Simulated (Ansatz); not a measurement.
Born–Oppenheimer molecular dynamics of C2H4FN (8 atoms, charge 0, multiplicity 1). It starts from a relaxed structure.

All numbers below come from RKS B3LYP/def2-SVP (Ansatz 0.2.0).

| Property | Result |
| --- | --- |
| ensemble | NVT, Langevin thermostat |
| time step | 1 fs |
| steps asked | 150 |
| set temperature | 300 K |
| friction | 0.05 /fs |
| seed | 914228 |

First frame:

```xyz
8
Properties=species:S:1:pos:R:3
C -1.242 0.371 -0.112
N -0.399 -0.522 -0.424
C 0.953 -0.418 -0.003
F 1.254 0.706 0.750
H -2.281 0.263 -0.455
H -0.992 1.263 0.487
H 1.599 -0.410 -0.900
H 1.201 -1.310 0.601
```

(1) How far do the bonds stretch over the last three quarters of this one trajectory? (Pairs bonded in most of those frames.)

## Answers

(1) 
```
 bond  mean (Å)  spread (Å)  shortest  longest
C1–N2     1.268       0.011      1.25     1.29
C1–H5     1.104       0.023      1.06     1.15
C1–H6     1.110       0.035      1.04     1.19
N2–C3     1.416       0.027      1.37     1.48
C3–F4     1.397       0.056      1.31     1.52
C3–H7     1.108       0.035      1.04     1.18
C3–H8     1.110       0.039      1.02     1.19
```

Mean temperature of the second half: 306 K. A run of 0.15 ps of so small a system gives no equilibrium averages.

The run took 2.7 min on 1 thread of Intel(R) Xeon(R) Platinum 8559C (Emerald Rapids), on a shared host, peak memory 0.14 GiB.
